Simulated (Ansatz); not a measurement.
## [AlH$_{2}$···H···CH$_{2}$], triplet: the ladder up to UCCSDT(Q)

Geometry: a point of a hydrogen-transfer path between rigid fragments, not a stationary point.

```xyz
7

Al   -1.1297    0.0000    0.0000
H    -1.9226    1.3734    0.0000
H    -1.9226   -1.3734    0.0000
H     1.0073    0.0000    0.0000
C     2.3173    0.0000    0.0000
H     2.7318    0.0000    0.9962
H     2.7318    0.0000   -0.9962
```

Basis cc-pVDZ; Ansatz 0.2.0. Only valence electrons are correlated (noble-gas cores frozen), which leaves 12 electrons in 51 orbitals. Prefix R: restricted or restricted open-shell reference; prefix U: unrestricted. Active spaces: pair = (4e, 4o) about the gap.

Full CI isn't at hand for all of this; UCCSDT(Q) serves as the reference, and is uncertain by about the last step of the cluster series. The frozen core follows each run's orbitals, which can shift R against U totals by a few meV.

For open shells CISD is restricted-active-space CI with the open shells as a complete middle space.

* UHF ⟨S²⟩: 2.042
* T1 diagnostic (RCCSD): 0.0208
* largest doubles amplitude (RCCSD): 0.037
* T1 diagnostic (UCCSD): 0.0149

```json
{"level": "UHF", "E − E(RHF) (eV)": "-0.2671"}
{"level": "RMP2", "E − E(RHF) (eV)": "-5.4233"}
{"level": "UMP2", "E − E(RHF) (eV)": "-5.4003"}
{"level": "RCCSD", "E − E(RHF) (eV)": "-6.5963"}
{"level": "UCCSD", "E − E(RHF) (eV)": "-6.6002"}
{"level": "RCCSD(T)", "E − E(RHF) (eV)": "-6.7268"}
{"level": "UCCSD(T)", "E − E(RHF) (eV)": "-6.7261"}
```

Q: Estimate how far UCCSDT(Q) in cc-pVDZ lies from RCCSD(T). The table doesn't fix it; the size of (T) and the diagnostics are the guide.

A: UCCSDT(Q) in cc-pVDZ lies 1.23 mEh below RCCSD(T), which is 26 % of the (T) step (-4.80 mEh). The diagnostics give no warning, yet the rest is a sizeable part of (T).

The other levels:

```json
{"level": "CISD", "E − E(UCCSDT(Q)) (mEh)": "25.53", "share of correlation (%)": "89.72", "wall time": "8 s"}
{"level": "BCCD(T)", "E − E(UCCSDT(Q)) (mEh)": "1.25", "share of correlation (%)": "99.50", "wall time": "3.8 s"}
{"level": "RCCSDT", "E − E(UCCSDT(Q)) (mEh)": "0.25", "share of correlation (%)": "99.90", "wall time": "–"}
{"level": "UCCSDT", "E − E(UCCSDT(Q)) (mEh)": "0.21", "share of correlation (%)": "99.91", "wall time": "–"}
{"level": "RCCSDT(Q)", "E − E(UCCSDT(Q)) (mEh)": "0.03", "share of correlation (%)": "99.99", "wall time": "1.7 min"}
{"level": "CASSCF (pair space)", "E − E(UCCSDT(Q)) (mEh)": "224.49", "share of correlation (%)": "9.64", "wall time": "–"}
{"level": "NEVPT2 (pair space)", "E − E(UCCSDT(Q)) (mEh)": "47.81", "share of correlation (%)": "80.75", "wall time": "1.3 s"}
```

The correlation energy at UCCSDT(Q), counted from RHF, is -6.760 eV. That run took 85 s on 1 thread of Arm Neoverse V1, shared host.

Times hold each run's SCF and search for its determinant on a shared host, so for small cases they say little of a method's own cost; they ran on 1 thread of Arm Neoverse V1.
